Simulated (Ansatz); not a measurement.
# O2P: the cost of one run

Program: Ansatz 0.2.0, Gaussian basis. Level of theory: the settings change from run to run. These are calculated values, not measurements.

## 1. The geometry

The geometry comes from an earlier relaxation with PBE0-D4 in a triple-zeta def2 set; it is a stationary point.

3 atoms, charge 0, spin multiplicity 2.

Atoms are counted from 1 here; the program's logs count them from 0.

Bond lengths: O1–P2 1.465 Å, P2–O3 1.465 Å. Angles: O1–P2–O3 134.7°.

## 2. r2SCAN0/x2c-TZVPPall

Options: a grid of angular degree 11, D3(BJ) with three-body dispersion, high accuracy.

Input file in.yaml:

```yaml
crystal:
  periodic: [false, false, false]
  atoms:
    - {symbol: O, position_ang: [0.300358, 1.295601, 0.308249]}
    - {symbol: P, position_ang: [-0.328472, 0.062559, -0.172506]}
    - {symbol: O, position_ang: [0.028114, -1.358160, -0.135743]}
basis:
  gaussian: {orbitals: x2c-TZVPPall, final_grid: {core_spheres: 5, valence_spheres: 4, degree: 11}}
magnetization: {spin_polarized: true, initial_magnetization: 1}
hamiltonian: {xc: {name: r2SCAN0}, dispersion: d3bjatm}
accuracy: high
output: {forces: true}
```

Launch:

```
> ansatz run in.yaml --threads 4 --pin off --events-out ev --progress --plain --max-ram 10444MiB
```

What time and memory should one allow on 4 threads of AMD EPYC 7R43, shared host?

About 3.1 s, with a peak of 0.3 GiB.
